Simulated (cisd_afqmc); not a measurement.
Input (AFQMC/CISD/cc-pV(T+d)Z; cisd_afqmc is a phaseless AFQMC code with CISD trial states that reads the integrals written by Ansatz): A basis named .json is the Basis Set Exchange file of that set.

Ansatz 0.2 input:
```python
import cisd_afqmc

open("ham.yaml", "w").write("""\
crystal:
  periodic: [false, false, false]
  atoms:
    - {symbol: C, position_ang: [-0.04018470, 1.15654088, 0.00773656]}
    - {symbol: S, position_ang: [-0.05235919, -0.66642908, -0.00484680]}
    - {symbol: H, position_ang: [1.27920297, -0.84038920, 0.00081397]}
    - {symbol: H, position_ang: [-1.08380254, 1.46636619, 0.00449144]}
    - {symbol: H, position_ang: [0.43713013, 1.54268854, 0.90584820]}
    - {symbol: H, position_ang: [0.44632472, 1.55495442, -0.88002423]}
basis:
  gaussian:
    orbitals: cc-pV_T+d_Z.json
magnetization: {spin_polarized: false}
correlation: {method: ccsd, electrons: outside_noble_gas, hamiltonian_folder: ham}
""")
rep = cisd_afqmc.ansatz("ham.yaml")
e_ccsd = rep["correlation"]["coupled_cluster"]["energy"]["hartree"]
out = cisd_afqmc.run("ham", e_ccsd, trial="CISD", walkers=1000, populations=1, threads=12, dt=0.005, steps=40, early=24, settle=10, least=100,
    cut=5e-5, rank_cut=2e-4, target=0.0004, seconds=1000, seed=4, memory=62639, gpu=True)
```

Output:

```
orbitals 119, occupied [7], factors 620 of 698, rank of the doubles 278 of 784
E(HF) = -437.758546
E(CCSD) on the cut factors = -438.156060, shift to the whole factors -0.000011
Energy of the trial state on the determinant = -438.156008
  tau behind 7.2 of longer steps, mean of the populations' last blocks
   2.0  -438.17175
   4.0  -438.17300
   6.0  -438.17511
   8.0  -438.17327
  10.0  -438.17167
  12.0  -438.17350
  14.0  -438.17259
  16.0  -438.17248
  18.0  -438.17268
  20.0  -438.17298
  22.0  -438.17377
blocks 100 (0 outliers left out), error by blocks joined: 1: 0.00016, 2: 0.00021, 4: 0.00024, 8: 0.00029
E(AFQMC/CISD) = -438.17311 +/- 0.00029
```
